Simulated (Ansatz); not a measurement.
```yaml
crystal:
  periodic: [false, false, false]
  atoms:
    - {symbol: Zr, position_ang: [0.000000, 0.000000, 0.000000]}
    - {symbol: C, position_ang: [0.000000, 0.000000, 2.210000]}
basis:
  gaussian: {orbitals: def2-TZVP}
magnetization: {spin_polarized: true, initial_magnetization: 2}
hamiltonian: {xc: pbe0}
relax: {f_tol: 0.004, max_steps: 80}
```

```sh
$ ansatz run in.yaml --threads 1 --pin off --events-out ev --progress --plain --max-ram 2176MiB
```

Steps of the relaxation (energy above the last step; positions in Å, forces in eV/Å):

```
2
step 1, 1477.2 meV
Zr    0.000    0.000    0.000    0.000    0.000    2.776
C     0.000    0.000    2.210    0.000    0.000   -2.776
```

```
2
step 2, 157.4 meV
Zr    0.000    0.000    0.164    0.000    0.000    2.964
C     0.000    0.000    2.046    0.000    0.000   -2.964
```

```
2
step 3, 2310.3 meV
Zr    0.000    0.000    0.359    0.000    0.000  -19.115
C     0.000    0.000    1.851    0.000    0.000   19.115
```

```
2
step 5, 0.0 meV
Zr    0.000    0.000    0.214    0.000    0.000   -0.002
C     0.000    0.000    1.996    0.000    0.000    0.002
```

Close pairs at the end: Zr1–C2 1.783 Å.

A stationary point of unrestricted PBE0 after 5 steps, with ⟨S²⟩ = 2.007 against 2.00 for a pure state. 73 s on 1 thread of Intel Xeon Platinum 8375C, shared host.
